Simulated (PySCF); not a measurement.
H2N, SMILES [NH2], multiplicity 2. Atoms are numbered in the order given.

```xyz
3

N      0.0000     0.0000    -0.1418
H      0.0000    -0.8063     0.4962
H      0.0000     0.8063     0.4962
```
Charge 0, spin multiplicity 2.

Geometry optimised at B3LYP-D3(BJ)/def2-TZVPD. The isomer is the one that the SMILES or the coordinates give; other isomers of the formula were not compared.

The numbers are results of PySCF with PBE/def2-TZVPD, not measurements.

The molecule is in vacuum.

Computed frontier levels, dipole moment and polarisability:
```
Item                                                                                                            Result
---------------------------------------------------------------------------------------------  -----------------------
α spin, highest occupied and lowest empty level                                                     -7.46 and -0.30 eV
β spin, highest occupied and lowest empty level                                                     -7.19 and -4.49 eV
dipole moment                                                                                                   1.71 D
quadrupole, principal values (traceless, Buckingham form, about the centre of nuclear charge)   -1.29, -0.57, 1.86 D·Å
mean static polarisability                                                                        12.6 bohr³ (1.87 Å³)
polarisability, principal values                                                                10.8, 13.3, 13.8 bohr³
⟨S²⟩                                                                                           0.753 (pure state 0.75)
```
